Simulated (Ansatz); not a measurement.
Input file:

```yaml
crystal:
  periodic: [false, false, false]
  atoms:
    - {symbol: H, position_ang: [-2.723399, 0.000000, -0.000001]}
    - {symbol: H, position_ang: [-1.978399, 0.000000, -0.000001]}
    - {symbol: Si, position_ang: [0.108601, 0.000000, 0.000000]}
    - {symbol: H, position_ang: [0.558574, -1.416253, 0.000000]}
    - {symbol: H, position_ang: [0.558575, 0.708126, -1.226511]}
    - {symbol: H, position_ang: [0.558574, 0.708127, 1.226511]}
basis:
  gaussian: {orbitals: 6-31G}
magnetization: {spin_polarized: false, initial_magnetization: 1}
correlation: {method: fic_mrcisd_q, electrons: outside_noble_gas, active_space: {window: {electrons: 3, orbitals: 3}}}
```

```sh
$ ansatz run in.yaml --threads 1 --pin off --events-out ev --progress --plain --max-ram 2393MiB
```

Output:

```
300 factors; integrals over basis functions are off by at most 9.2e-4 eV
mean field evaluation 1: about -7936.2679 eV, gradient 7.9e0 eV
mean field evaluation 2: about -7936.2688 eV, gradient 7.9e0 eV
mean field evaluation 4: about -7936.7593 eV, gradient 3.0e-1 eV
mean field evaluation 8: about -7936.7611 eV, gradient 6.9e-7 eV
mean field -7936.76109076 eV, -291.6705903555 hartree, gradient 7.8e-6 eV, S^2 0.750000; 0 other end points of the search recorded, 0 dependent functions left out
reference -7936.76109076 eV, -291.6705903555 hartree; 10, 9 occupied and 13, 14 virtual orbitals, 300 factors
state -7937.28501911 eV, -291.6898443671 hartree
contracted CI cycle   1: correlation 0.00000000 eV, 0.0000000000 hartree, residual 9.59e0 eV
contracted CI cycle   2: correlation -1.96291233 eV, -0.0721356975 hartree, residual 1.66e0 eV
contracted CI cycle   3: correlation -2.03129243 eV, -0.0746486198 hartree, residual 4.48e-1 eV
contracted CI cycle   4: correlation -2.03553169 eV, -0.0748044100 hartree, residual 1.03e-1 eV
contracted CI cycle   5: correlation -2.03578031 eV, -0.0748135466 hartree, residual 3.65e-2 eV
contracted CI cycle   6: correlation -2.03580841 eV, -0.0748145790 hartree, residual 1.32e-2 eV
contracted CI cycle   7: correlation -2.03581181 eV, -0.0748147043 hartree, residual 4.50e-3 eV
contracted CI cycle   8: correlation -2.03581224 eV, -0.0748147197 hartree, residual 1.74e-3 eV
contracted CI cycle   9: correlation -2.03581230 eV, -0.0748147221 hartree, residual 4.62e-4 eV
state -7937.28501911 eV, -291.6898443671 hartree; corrected -7939.43259489 eV, -291.7687663217 hartree
state -7937.18418046 eV, -291.6861386151 hartree
contracted CI cycle   1: correlation 0.00000000 eV, 0.0000000000 hartree, residual 1.01e1 eV
contracted CI cycle   2: correlation -2.05959940 eV, -0.0756888819 hartree, residual 1.68e0 eV
contracted CI cycle   3: correlation -2.13211961 eV, -0.0783539504 hartree, residual 4.62e-1 eV
contracted CI cycle   4: correlation -2.13687319 eV, -0.0785286412 hartree, residual 1.20e-1 eV
contracted CI cycle   5: correlation -2.13717620 eV, -0.0785397767 hartree, residual 4.11e-2 eV
contracted CI cycle   6: correlation -2.13721142 eV, -0.0785410710 hartree, residual 1.44e-2 eV
contracted CI cycle   7: correlation -2.13721572 eV, -0.0785412291 hartree, residual 4.98e-3 eV
contracted CI cycle   8: correlation -2.13721623 eV, -0.0785412478 hartree, residual 1.90e-3 eV
contracted CI cycle   9: correlation -2.13721630 eV, -0.0785412504 hartree, residual 6.20e-4 eV
state -7937.18418046 eV, -291.6861386151 hartree; corrected -7939.43990703 eV, -291.7690350377 hartree
state -7937.18418046 eV, -291.6861386151 hartree; corrected -7939.43990703 eV, -291.7690350377 hartree
WARN: the results are in doubt because another end's mean lies 0.101 eV lower, and its corrected mean 0.007 eV higher
Total energy: -7939.43990703 eV, -291.7690350377 hartree
In doubt: another end's mean lies 0.101 eV lower, and its corrected mean 0.007 eV higher
```

For the same geometry and basis full CI lies 10.9 meV higher.

Ran on 1 thread of Arm Neoverse V2, shared host: 0.51 s wall, 0.07 GiB peak host memory.
